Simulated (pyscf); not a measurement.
This saddle point was located with ωB97X-D3(BJ)/def2-SVP in PySCF.

```xyz
8

O      0.9029     0.7647     0.2878
W     -0.2139    -0.4940    -0.2466
F     -0.5468     0.0878     1.7658
F     -1.4918     0.6609    -0.9222
F      0.2642    -0.8329    -1.9805
F      0.8609    -1.9217     0.2320
F     -1.6364    -1.5468     0.2948
H      0.3573     0.7405     1.3691
```

Surface: singlet, charge 0. Lowest wavenumbers (cm⁻¹): 1279i, 95, 139, 170, 258.

### Question
Name the species on either side of this saddle.

### Answer
`[OH][W]([F])([F])([F])([F])[F]` ⇌ `[O]=[W]([F])([F])([F])[F]` + `[FH]`, an elimination read from left to right: H–O, F–W broken and F–H formed. At ωB97M-D3(BJ)/def2-TZVP it lies +112.8 kJ/mol from the left side and +68.3 kJ/mol from the right (each side as separated species at their lowest minima found). This is the saddle that the search found; another between the same sides may lie lower. Elements past Kr carry the def2 core potentials, without spin-orbit coupling.
